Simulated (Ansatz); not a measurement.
# C2H4O: the cost of one run

All numbers are computed with the Python package of Ansatz 0.2.0. The levels of theory stand in the script.

**1. Starting point**

Bond lengths: C1–C2 1.493 Å, C2–O3 1.220 Å, C1–H4 1.110 Å, C1–H5 1.110 Å, C1–H6 1.110 Å, C2–H7 1.085 Å. Angles: C1–C2–O3 120.2°, C1–C2–H7 120.1°, O3–C2–H7 119.7°, C2–C1–H4 109.8°, C2–C1–H5 109.7°, C2–C1–H6 109.7°, H4–C1–H5 109.1°, H4–C1–H6 109.1°, H5–C1–H6 109.4°.

The script holds or builds the structure itself.

**2. The code**

composite_c2h4o.py

```python
"""A composite energy for C2H4O(+): DFT geometry, MP2 basis limit, coupled-cluster correction."""

import itertools

import ansatz as az
from ase.data import atomic_numbers, covalent_radii
import numpy as np

params = {
    "basis": "def2-SVP",
    "functional": "r2scan",
    "dispersion": "d4",
    "charge": 1,
}

GEOMETRY = """
C    -0.62990   -0.03030   -0.13400
C     0.82810    0.07660    0.16980
O     1.46400   -0.91690    0.48240
H    -1.03350    0.96990   -0.39640
H    -1.17080   -0.41790    0.75460
H    -0.78510   -0.71990   -0.99000
H     1.32720    1.03850    0.11360
"""

system = az.Crystal.molecule()
for line in GEOMETRY.strip().splitlines():
    symbol, *xyz = line.split()
    system = system.atom(symbol, [float(v) for v in xyz])

model = (
    system.calculation()
    .basis(gaussian=params["basis"])
    .functional(params["functional"], dispersion=params["dispersion"])
    .charge(params["charge"])
    .spin("collinear", total=1)
)
symbols = [site.symbol for site in system.cartesian_sites]
start = np.array([site.position_ang for site in system.cartesian_sites], dtype=float)
rep = model.relax(force_tolerance=0.01).run(threads=1).report
end = np.array(rep["positions_ang"])
# pairs closer than 1.2 times the sum of covalent radii, before or after
radius = [covalent_radii[atomic_numbers[s]] for s in symbols]
span = lambda where, i, j: np.linalg.norm(where[i] - where[j])
bonded = [(i, j) for i, j in itertools.combinations(range(len(symbols)), 2) if min(span(start, i, j), span(end, i, j)) < 1.2 * (radius[i] + radius[j])]
print("pair        before    after (A)")
for i, j in bonded:
    print(f"{symbols[i]}{i}-{symbols[j]}{j}".ljust(10), f"{span(start, i, j):8.4f} {span(end, i, j):8.4f}")

minimum = az.Crystal.molecule()
for symbol, place in zip(symbols, end):
    minimum = minimum.atom(symbol, place.tolist())
at_minimum = (
    minimum.calculation()
    .charge(params["charge"])
    .spin("collinear", total=1)  # spin-polarised run
)
# MP2 extrapolated to the basis limit, plus the small-basis difference CCSD(T) - MP2
level = lambda method, basis: at_minimum.basis(gaussian=basis).correlation(method).run(threads=1).report
small, large, cluster = level("mp2", "cc-pVDZ"), level("mp2", "cc-pVTZ"), level("ccsd_t", "cc-pVDZ")
corr = lambda each: (each["free_energy_ev"] - each["reference_energy_ev"]) / 27.211386246
mp2_limit = (27 * corr(large) - 8 * corr(small)) / 19
pieces = {"HF / cc-pVTZ": large["reference_energy_ev"] / 27.211386246, "MP2 correlation, DZ-TZ limit": mp2_limit, "CCSD(T) - MP2 / cc-pVDZ": corr(cluster) - corr(small)}
for name, value in pieces.items():
    print(f"{name:32s} {value:14.6f} Ha")
print(f"{'sum':32s} {sum(pieces.values()):14.6f} Ha")
print("T1 diagnostic", round(cluster["correlation"]["coupled_cluster"]["t1_diagnostic"], 4))
```

**3. What the engine is handed**

The engine receives this input (first run):

```yaml
crystal:
  periodic: [false, false, false]
  atoms:
    - { symbol: C, position_ang: [-0.6299, -0.0303, -0.134] }
    - { symbol: C, position_ang: [0.8281, 0.0766, 0.1698] }
    - { symbol: O, position_ang: [1.464, -0.9169, 0.4824] }
    - { symbol: H, position_ang: [-1.0335, 0.9699, -0.3964] }
    - { symbol: H, position_ang: [-1.1708, -0.4179, 0.7546] }
    - { symbol: H, position_ang: [-0.7851, -0.7199, -0.99] }
    - { symbol: H, position_ang: [1.3272, 1.0385, 0.1136] }
basis:
  gaussian:
    orbitals: def2-SVP
hamiltonian:
  xc: r2scan
  dispersion: d4
magnetization:
  spin_polarized: true
  initial_magnetization: 1.0
total_charge: 1.0
relax:
  f_tol: 0.01
```

**4. The run**

On the command line:

```sh
python composite_c2h4o.py
```

What time and memory should one allow on 1 thread of Arm Neoverse V2, shared host?

About 35 s, with a peak of 0.33 GiB.
